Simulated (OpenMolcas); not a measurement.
**Worked example: vertical energy of the quartet above the doublet of OH (SMILES [OH])**

OH has 2 atoms, charge 0, and is taken as a doublet. SMILES: `[OH]`. Geometry: relaxed at PBE0-D4/def2-TZVP.

```xyz
2

O     0.4159   -0.1331    0.2145
H    -0.4159    0.1331   -0.2145
```

Both states at this one shape; open shells run unrestricted unless said. 1 Eh = 27.2114 eV.

```tsv
level	program	doublet OH (Eh)	quartet OH (Eh)
UHF/aug-cc-pVTZ	OpenMolcas	-75.421514	-75.195068
ROCCSD(T)/aug-cc-pVTZ, 1 core orbital frozen	OpenMolcas	-75.645536	-75.370887
```

Work out the vertical gap, second state less first, at each level.


1. UHF/aug-cc-pVTZ: -75.195068 − (-75.421514) = 0.226446 Eh = 6.16 eV.
2. ROCCSD(T)/aug-cc-pVTZ: -75.370887 − (-75.645536) = 0.274649 Eh = 7.47 eV.

No measured value is set beside it here; the levels span 6.16 to 7.47 eV. Hartree–Fock favours the state with fewer electron pairs, since it lacks pair correlation.
